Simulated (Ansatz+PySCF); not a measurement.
The numbers below are computed, except where a source is named.
# Several solutions for singlet HCl

```xyz
2

H     0.0000    0.0000   -1.2138
Cl    0.0000    0.0000    0.0714
```

Basis set: def2-SVP (spherical functions). Charge 0, multiplicity 1.

CASSCF(2,2) was run from several starts with Ansatz (development build ahead of 0.2.0) and PySCF 2.14.0. The starts are those of the Hartree–Fock orbitals from which the active space was taken at the frontier.

```json
{"run": "A", "program": "PySCF", "start": "program defaults", "converged": "yes", "energy (hartree)": "-459.94572", "<S²>": "0.00"}
{"run": "B", "program": "Ansatz", "start": "search for the lowest state", "converged": "yes", "energy (hartree)": "-459.95444", "<S²>": "0.00"}
{"run": "C", "program": "Ansatz", "start": "atomic start, no search", "converged": "yes", "energy (hartree)": "-459.94572", "<S²>": "0.00"}
{"run": "D", "program": "Ansatz", "start": "stability test followed", "converged": "yes", "energy (hartree)": "-459.94575", "<S²>": "0.00"}
```

Problem. Which runs reached the lowest solution of this kind, and what is wrong with the others?

Solution. B reached the lowest solution found. Converged but too high: A by 0.24 eV, C by 0.24 eV, D by 0.24 eV. Convergence only shows a stationary point; in CASSCF the end hangs on which orbitals enter the active space. Caution: other starts end on other solutions of this active space.
